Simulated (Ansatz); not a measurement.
Reaction (formal exchange of groups at a C–Si bond): `C[SiH]` + `C=C(C)C` → `CC=C(C)C` + `[SiH2]`

Program: Ansatz. Geometries: PBE0-D4/def2-TZVP. ΔE: electronic, gas phase. CCSD(T)/CBS adds triple-zeta CCSD(T) − MP2 to the extrapolated MP2 energy (def2 sets, frozen cores). This one scheme is used for every species.

`C[SiH]`:

Z-matrix (Å, degrees):
```
C
Si 1 1.892
H 1 1.098 2 109.5
H 1 1.098 2 109.7 3 -115.3
H 1 1.091 2 113.8 3 122.2
H 2 1.531 1 94.2 3 58.0
```

`C=C(C)C`:

```xyz
12

C     0.396   -0.724   -1.305
C     0.055   -0.101   -0.182
C     0.680    1.194    0.231
C    -0.978   -0.649    0.751
H    -0.064   -1.663   -1.594
H     1.146   -0.316   -1.974
H    -0.081    1.973    0.344
H     1.420    1.537   -0.493
H     1.170    1.095    1.206
H    -1.804    0.059    0.874
H    -1.386   -1.595    0.393
H    -0.554   -0.810    1.748
```

`CC=C(C)C`:

Z-matrix (Å, degrees):
```
C
C 1 1.491
H 1 1.090 2 113.1
H 1 1.095 2 110.8 3 121.0
H 1 1.095 2 110.8 3 -121.0
C 2 1.333 1 128.2 3 -0.2
H 2 1.089 1 114.9 3 179.8
C 6 1.496 2 124.8 1 0.0
C 6 1.497 2 120.8 1 -180.0
H 8 1.095 6 110.4 2 121.3
H 8 1.095 6 110.4 2 -121.4
H 8 1.089 6 113.4 2 -0.0
H 9 1.096 6 111.0 2 120.9
H 9 1.091 6 111.8 2 -0.1
H 9 1.096 6 111.0 2 -121.0
```

`[SiH2]`:

Z-matrix (Å, degrees):
```
Si
H 1 1.525
H 1 1.525 2 91.2
```

| species | CCSD(T)/CBS(def2) energy (Eh) |
| --- | --- |
| `C[SiH]` | -329.46712 |
| `C=C(C)C` | -157.01236 |
| `CC=C(C)C` | -196.27428 |
| `[SiH2]` | -290.19011 |

Question: Work out ΔE.

Answer: ΔE = (-196.27428) + (-290.19011) − (-329.46712) − (-157.01236) = 0.01509 Eh = +39.6 kJ/mol.

Largest T1 diagnostic among the species: 0.014.

At CCSD(T), def2-SVP lies −14.6 kJ/mol from the extrapolated value and def2-TZVPP −2.7 kJ/mol. Leaving LDA and LC-ωPBE aside and taking each functional with its dispersion term where it has one, the values, not all of them listed here, spread over 5.6 kJ/mol, from B97M-V to r2SCAN-D4. LDA lies −6.1 kJ/mol from PBE without D4.
